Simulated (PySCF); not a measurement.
C4H7N.
Numbering: `[C-:1]#[N+:2][CH2:3][CH2:4][CH3:5]`

Structure used (GFN2-xTB), in Å, numbered top down from 1:
```
atom  x, y, z in Å
C1     2.430    1.173    0.649
N2     1.727    0.278    0.412
C3     0.858   -0.775    0.106
C4    -0.372   -0.273   -0.658
C5    -1.240    0.636    0.203
H6     0.552   -1.252    1.043
H7     1.408   -1.504   -0.499
H8    -0.948   -1.140   -0.986
H9    -0.040    0.269   -1.547
H10   -0.669    1.496    0.546
H11   -2.093    0.995   -0.368
H12   -1.611    0.098    1.073
```

The computed photoelectron lines, unassigned: C 1s: 290.88 (area 1), 291.23 (area 1), 291.84 (area 1), 292.84 (area 1) eV; N 1s: 406.30 eV.

Computed, not measured: delta-SCF UKS SCAN, pcX-2 on the ionised atom, pcseg-1 elsewhere, spin-free X2C in PySCF 2.14.0. The structure is a single GFN2-xTB conformer in the gas phase; no vibrational or solvent corrections.

**Question.** Order the carbon atoms by C 1s binding energy.

**Answer.** 290.88 eV: C5 (methyl carbon); 291.23 eV: C4 (chain CH2 carbon); 291.84 eV: C1 (isocyanide carbon); 292.84 eV: C3 (sp3 carbon bound to nitrogen). Lowest listed C 1s: C5, bonded to C and 3 H. Highest, 1.96 eV above it: C3, bonded to N, C and 2 H. The widest gap between neighbouring values is 1.00 eV, between 291.84 and 292.84 eV.

Bonded neighbours of each site: C1: N (triple bond); N2: C (triple bond) and C; C3: N, C and 2 H; C4: 2 C and 2 H; C5: C and 3 H.

**Question.** Which effective nuclear charge Zeff reproduces each element's mean 1s value in the hydrogen-like formula E = 13.606 eV × Zeff²?

**Answer.** C (Z = 6): mean 291.7 eV, Zeff = 4.63, Z − Zeff = 1.37; N (Z = 7): mean 406.3 eV, Zeff = 5.46, Z − Zeff = 1.54. Means run over the listed sites, weighted by atom count.
